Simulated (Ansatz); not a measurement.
Basis-set extrapolation for `CN1C=NC1` (PBE0-D4/def2-TZVP geometry, frozen core, Ansatz 0.2.0). Multiplicity 1, RHF reference.

|  | def2-TZVPP | def2-QZVPP |
| --- | --- | --- |
| HF | -226.008876 | -226.019392 |
| MP2 correlation | -0.901272 | -0.960597 |
| CCSD(T) correlation | -0.972135 | not run |

Energies in hartree. Use E(X) = E(∞) + A·exp(−7.88·√X) for Hartree–Fock and E(X) = E(∞) + B·X^(−2.97) for correlation, with X = 3 and 4, and add CCSD(T) minus MP2 of the smaller set to the MP2 limit.

Problem. What is the CCSD(T) energy at the basis-set limit?

Solution. HF limit: -226.019392 + (-0.010516) × 0.13774 = -226.02084. MP2 limit: -0.960597 + (-0.059325) × 0.74074 = -1.00454. Higher-order term: -0.972135 − (-0.901272) = -0.07086. Total: -227.09624 hartree, 302.5 kJ/mol below CCSD(T)/def2-TZVPP.
